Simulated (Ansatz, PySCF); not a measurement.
The scaffold ethynyl-X carries different groups X. All species are isolated molecules in the gas phase. One relaxed conformer stands for each flexible species; it need not be the lowest. Strings in code marks are SMILES.

Quantity: vertical ionisation energy (energy after one electron is removed minus that of the parent at the parent's geometry), in eV.

Level 1: PBE-D3(BJ)/def2-TZVP // B3LYP-D3(BJ)/def2-TZVP (PySCF)
Level 2: frozen-core MP2/cc-pVTZ // B3LYP-D3(BJ)/def2-TZVP (Ansatz, an electronic-structure program)
Level 3: minus the HOMO energy of HF/3-21G // B3LYP-D3(BJ)/def2-TZVP (PySCF)
Level 4: minus the HOMO energy of HF/6-31G* // B3LYP-D3(BJ)/def2-TZVP (PySCF)

```
species       level 1  level 2  level 3  level 4
------------  -------  -------  -------  -------
`C#C`           11.42    11.61    11.15    10.93
`C#CO[SiH3]`     9.51    10.09     9.97     9.97
`C#CCO`          9.86    11.00    10.78    10.60
`C#CCF`         10.50    11.26    11.05    10.84
`BC#C`          10.36    11.10    10.75    10.60
```
